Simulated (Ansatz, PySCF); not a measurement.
Molecule: C2H5O, charge 0, multiplicity 2. It need not be the lowest isomer of its formula. SMILES: C[CH]O
Geometry from a B3LYP-D3(BJ)/def2-TZVP (Ansatz, a program for electronic structure) optimisation:
```
C
O 1 1.3741
H 2 0.9628 1 109.63
H 1 1.0856 2 116.67 3 -26.31
C 1 1.4793 4 121.35 2 148.14
H 5 1.0905 1 110.30 4 37.29
H 5 1.0936 6 108.40 1 -121.60
H 5 1.1007 6 107.78 7 -115.40
```
Charge 0, spin multiplicity 2.

Quantity: atomisation energy (electronic, to ground-state atoms), in kcal/mol. Valence correlation only, unless marked. Open shells are spin-unrestricted. No spin-orbit coupling. Non-relativistic. The coupled-cluster limit lacks core correlation, which all-electron functionals hold. CBS marks a two-point X^-3 extrapolation of the correlation energy; Hartree-Fock from the larger set. [CCSD(T)-MP2]/basis is that difference in the basis named.

```json
[
 {"level": "SVWN5/def2-TZVPD", "program": "Ansatz", "atomisation energy (kcal/mol)": "(withheld)"},
 {"level": "revPBE-D4/def2-TZVPD", "program": "Ansatz + dftd4", "atomisation energy (kcal/mol)": "708.4"},
 {"level": "BP86-D3(BJ)/def2-TZVPD", "program": "PySCF + dftd3", "atomisation energy (kcal/mol)": "735.7"},
 {"level": "BP86-D4/def2-TZVPD", "program": "PySCF + dftd4", "atomisation energy (kcal/mol)": "734.9"},
 {"level": "BP86/def2-TZVPD", "program": "PySCF", "atomisation energy (kcal/mol)": "732.4"},
 {"level": "TPSS-D3(BJ)/def2-TZVPD", "program": "PySCF + dftd3", "atomisation energy (kcal/mol)": "715.3"},
 {"level": "M06-L-D4/def2-TZVPD", "program": "PySCF + dftd4", "atomisation energy (kcal/mol)": "702.7"},
 {"level": "r2SCAN/def2-TZVPD", "program": "Ansatz", "atomisation energy (kcal/mol)": "712.4"},
 {"level": "PBE0-D4/def2-TZVPD", "program": "Ansatz + dftd4", "atomisation energy (kcal/mol)": "712.4"},
 {"level": "PBE0/def2-TZVP", "program": "Ansatz", "atomisation energy (kcal/mol)": "710.0"},
 {"level": "BHLYP-D3(BJ)/def2-TZVPD", "program": "Ansatz + dftd3", "atomisation energy (kcal/mol)": "(withheld)"},
 {"level": "PW6B95-D4/def2-TZVPD", "program": "PySCF + dftd4", "atomisation energy (kcal/mol)": "709.9"},
 {"level": "SCS-MP2/cc-pVDZ", "program": "Ansatz", "atomisation energy (kcal/mol)": "655.6"},
 {"level": "CCSD/6-31G", "program": "Ansatz", "atomisation energy (kcal/mol)": "(withheld)"},
 {"level": "RI-MP2/CBS(cc-pVTZ,cc-pVQZ)+[CCSD(T)-MP2]/cc-pVTZ", "program": "Ansatz", "atomisation energy (kcal/mol)": "708.2"}
]
```

Question: What belongs in the gaps?

Answer: 
- SVWN5/def2-TZVPD, atomisation energy (kcal/mol): 816.2
- BHLYP-D3(BJ)/def2-TZVPD, atomisation energy (kcal/mol): 688.1
- CCSD/6-31G, atomisation energy (kcal/mol): 593.2
